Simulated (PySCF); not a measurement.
Species: C2H2F2 (charge +1 and doublet state).
Structure used (GFN2-xTB), in Å, numbered top down from 1:
```
atom  x, y, z in Å
C1    -0.7399   -0.0781   -0.0187
C2     0.6408    0.0676    0.0103
F3     1.2285    1.2002   -0.0244
F4     1.4520   -0.9157    0.0743
H5    -1.3867    0.7975   -0.0714
H6    -1.1916   -1.0695    0.0083
```

As a line formula: `[CH2+][C](F)F` [radical] (charge +1).

Theory: PySCF, UKS B3LYP, pcH-1 on C F H, non-relativistic, mean-field spin-orbit, GIAO. Isolated species at its GFN2-xTB geometry, gas phase. The geometry wasn't refined by DFT: couplings that depend on bond lengths, twists or pyramidal angles can differ widely from those at the functional's own minimum, by a factor of two or more for some ions and for spin on atoms past the first row.

**Question.** What is the g tensor, term by term?

**Answer.** 
```
                    Δg (ppm)     1     2     3
relativistic mass correction  -200  -200  -200
            gauge correction    -2    48    46
   orbital Zeeman/spin–orbit   -57  1898  3340
                       total  -259  1747  3186
```

So g = 2.00206, 2.00407, 2.00551 and g_iso = 2.00388; the tensor is rhombic: the two nearest values differ by 42 % of g3 − g1. Axes: g1 is normal to the molecular plane and g3 points within 1° of the C1–C2 bond.

**Question.** How much does each term add to the isotropic shift?

**Answer.** The orbital-Zeeman/spin–orbit term 1727, the mass correction -200 and the gauge correction 31 ppm, for a total of 1558 ppm. The orbital-Zeeman/spin–orbit term is the largest in size. The mass correction is the same along every axis, so the anisotropy comes from the other two: their spans along these axes are 50 (gauge) and 3397 ppm (orbital Zeeman/spin–orbit).

**Question.** What effective moment and Curie constant follow for a powder?

**Answer.** With the mean of g² = 4.0155 and S(S+1) = 0.75: μ_eff = √(⟨g²⟩S(S+1)) = 1.735 μB and χT = 0.12505·⟨g²⟩·S(S+1) = 0.377 cm³ K/mol (cgs; spin-Hamiltonian part alone).

**Question.** In a frozen sample, at which fields do the three g values resonate at 9.5, 34, 94 and 263 GHz (hyperfine left aside), and which band first spreads them over more than twice a line width of 0.3 mT?

**Answer.** 
| band | GHz | B(g3) mT | B(g2) mT | B(g1) mT | spread mT |
| --- | --- | --- | --- | --- | --- |
| X | 9.5 | 338.45 | 338.69 | 339.03 | 0.58 |
| Q | 34.0 | 1211.28 | 1212.15 | 1213.36 | 2.08 |
| W | 94.0 | 3348.83 | 3351.23 | 3354.59 | 5.76 |
| J | 263.0 | 9369.59 | 9376.32 | 9385.71 | 16.12 |

The spread grows in proportion to the frequency. Q band is the first where it exceeds 0.6 mT.

The Mulliken spin populations are largest on C1 (+0.71), C2 (+0.21), F3 (+0.07) and F4 (+0.07). The angles at C1 add up to 360.0°, so it is planar; its axial dipolar tensor and the negative couplings of its protons fit spin in a p orbital normal to that plane.

The HOMO–LUMO gaps are 7.53 eV among the α and 6.46 eV among the β orbitals.

The SMILES draws the unpaired electron on C2; the largest computed Mulliken spin population is on C1 (0.71 against 0.21).
